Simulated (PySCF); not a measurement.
## Running PySCF for PF

Input:

```python
from pyscf import gto, scf, cc

mol = gto.M(
    atom='P 0 0 0; F 0 0 1.932',
    basis='3-21g',
    charge=0,
    spin=2,
    symmetry=True,
    verbose=3,
)
mf = scf.UHF(mol)
mf.kernel()
mycc = cc.CCSD(mf)
mycc.kernel()
mycc.ccsd_t()
mf.dip_moment()
print('orbital energies (hartree):', [e[max(0, n-3):n+3].round(4) for e, n in zip(mf.mo_energy, mol.nelec)])
```

```bash
$ OMP_NUM_THREADS=1 python input.py
```

It prints:

```
converged SCF energy = -437.866091747937  <S^2> = 2.0801359  2S+1 = 3.0529565
E(UCCSD) = -438.0357489818861  E_corr = -0.169657233948833
UCCSD(T) correction = -0.00397264980480969
Dipole moment(X, Y, Z, Debye):  0.00000,  0.00000, -2.52200
orbital energies (hartree): [array([-0.4767, -0.4048, -0.4048,  0.0914,  0.5031,  0.5719]), array([-0.5658, -0.5658, -0.5171,  0.0349,  0.0349,  0.1202])]
```

In short: E(SCF) = -437.866092 Eh, E(CCSD) − E(SCF) = -0.16966 Eh, (T) = -0.00397 Eh, ⟨S²⟩ = 2.080, μz(SCF) = -2.52 D.

It ran on Arm Neoverse V2 (1 thread, shared host) in 1.3 s, peak memory 0.11 GiB.

The basis is very small, so the numbers show the basis as much as the system. The bond length is a typed value, not an optimised one. No search for the lowest solution was made.
